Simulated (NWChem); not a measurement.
Species: ethanol (C2H6O); SMILES CCO

```xyz
9

C      0.2487    -1.2036     0.0330
C     -0.5415     0.0900    -0.0189
O      0.2657     1.2331     0.0847
H     -0.4167    -2.0808     0.0084
H      0.8528    -1.2501     0.9518
H      0.9345    -1.2858    -0.8272
H     -1.1654     0.1124    -0.9364
H     -1.2425     0.1340     0.8303
H      0.8768     1.2319    -0.6592
```
Atoms are numbered in this order, from 1.

Level: PBE0/def2-SVP (NWChem), optimised geometry, unscaled harmonic frequencies. 

```tsv
frequency (cm⁻¹)	IR intensity (km/mol)
278	6.5
317	112.9
429	21.8
804	3.4
911	4.4
1069	32.5
1117	55.2
1166	56.4
1275	11.1
1372	1.2
1386	6.5
1424	57.2
1460	10.0
1469	1.2
1499	0.9
2999	74.7
3048	13.7
3105	16.0
3141	34.5
3161	17.8
3879	27.0
```

| Property | Result |
|---|---|
| zero-point energy | 50.5 kcal/mol |
| thermal correction to the enthalpy at 298.15 K (with zero-point energy) | 53.7 kcal/mol |
| heat capacity Cv | 13.4 cal/(mol K) |
| entropy at 298.15 K and 1 atm (symmetry number 1) | 64.1 cal/(mol K) |
| dipole moment | 1.62 D |

Rigid rotor and harmonic oscillator.
